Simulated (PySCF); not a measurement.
**HCGe, sextet: the ladder up to RCCSDT**

Geometry: that of the HCGe, quartet, kept fixed. The quartet lies 2.5 eV lower here.

```xyz
3

Ge    0.0000    0.0140    0.3105
C     0.0000   -0.1369   -1.6710
H     0.0000    0.6198   -2.4658
```

Basis 6-31G (Cartesian d functions); PySCF 2.14.0. Only valence electrons are correlated (noble-gas cores and the filled d shells of p-block atoms frozen), which leaves 9 electrons in 25 orbitals. Prefix R: restricted or restricted open-shell reference; prefix U: unrestricted. No spin–orbit coupling is included, and no scalar relativity.

Full CI isn't at hand for all of this; RCCSDT serves as the reference. It lacks quadruple excitations, which often exceed the step from CCSD(T) to CCSDT. The frozen core follows each run's orbitals, which can shift R against U totals by a few meV for light atoms and by up to 0.1 eV past Ca.

```
UHF ⟨S²⟩                          : 8.773
T1 diagnostic (ROHF- or RHF-based CCSD)             : 0.0210
largest doubles amplitude (ROHF- or RHF-based CCSD) : 0.050
```

```tsv
level	E − E(RCCSDT) (mEh)	share of correlation (%)	wall time
RHF	88.13	0.00	–
RMP2	21.12	76.04	–
RCCSD	1.72	98.04	–
RCCSD(T)	0.37	99.58	0.78 s
```

The correlation energy at RCCSDT, counted from RHF, is -2.398 eV. That run took 21 s on 1 thread of Arm Neoverse V2, shared host.

Run but not shown, since their state, orbitals or frozen core can't be matched to the reference's or they repeat it: UHF, UMP2, UCCSD, UCCSD(T).

Times are those of the correlated step on a shared host, with one SCF added for the restricted CCSD run; they ran on 1 thread of Arm Neoverse V2.
